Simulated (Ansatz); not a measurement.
## HfO2 (P2₁/c, No. 14)

All values below come from PBEsol (Ansatz, a quantum-chemistry and plane-wave program, PAW).

Numerical settings: plane-wave cutoff 520 eV, 8×8×8 k mesh, Fermi–Dirac smearing 0.01 eV, scalar-relativistic PAW data made under PBE.

Cell: relaxed at this level.

| Property | Result |
|---|---|
| equilibrium volume per atom | 11.42 Å³/atom |
| bulk modulus B0 | 183 GPa |
| band gap | 3.97 eV |
| smallest direct gap on the k points sampled | 4.05 eV |
| direct gap at Γ | 4.44 eV |

Measured, for comparison: band gap 5.7 eV (temperature not stated, not corrected to a static lattice, our sources range from 5.70 to 5.84; as tabulated in Choudhary et al. (2018), arXiv:1804.01032).

Note: the relaxation could not lower the start's symmetry, so the cell can be a saddle point above a distorted one; the bulk modulus comes from volumes at which shape and atoms were relaxed.

Spin–orbit coupling is not included.

Static lattice: no zero-point or thermal effects.

Cost on a shared machine: around 2.2 core-hours (rough).
